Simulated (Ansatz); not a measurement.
Relaxed structures of CH3AlN (charge +1), singlet (PBE0-D4/def2-TZVP; forces vanish, vibrations not checked; lower isomers may exist, and structures with a doubtful reference or unclear bonds are left out; Å). Computed with Ansatz 0.2.0 (basis: def2-TZVPP); correlated methods freeze the cores.

(1) Rank them by CCSD(T) energy, lowest first, and give each one's height above the lowest. Links in brackets join atoms within 1.22 times the sum of their covalent radii (1.1 for two metals). (Judge from chemistry; the value comes from the calculation.)
A.
CH₃AlN ([CH2][N][AlH]), total charge +1
```
6
angstrom
C -0.9517 -1.0148 -0.3851
N -0.3331 -0.1973 0.3392
Al 0.4920 0.8943 1.3058
H -0.7112 -1.1335 -1.4468
H -1.7554 -1.6404 0.0170
H 1.2526 1.9017 2.1969
```
B.
CH₃AlN ([CH]1[NH][AlH]1), total charge +1
```
6
angstrom
C -0.6312 -0.6077 -0.2330
N 0.3882 0.0576 -0.6843
Al 0.1246 0.5142 1.0780
H -1.2211 -1.3147 -0.8147
H 0.7527 -0.0066 -1.6364
H 0.5868 1.3572 2.2904
```
C.
CH₃AlN ([CH2][NH][Al]), total charge +1
```
6
angstrom
C -0.7668 -0.9910 -0.6540
N 0.1114 -0.0851 -0.5025
Al 0.5483 0.8607 1.3383
H -0.9661 -1.4571 -1.6177
H 0.6074 0.1620 -1.3600
H -1.3517 -1.3258 0.2025
```

The T1 diagnostic stays at or below 0.018.

## Answers

(1) By the calculation: C (0.0 kJ/mol), B (111.5 kJ/mol), A (118.8 kJ/mol). Heights count from the lowest.

For scale, one of the runs: CCSD(T)/def2-TZVPP, 146 basis functions, launched by `ansatz run in.yaml --threads 2 --pin off --events-out ev --progress --plain --max-ram 4352MiB`. Hardware: 2 CPU threads of an Arm Neoverse V2, shared host. Wall time 6 s; peak host memory 0.84 GiB.
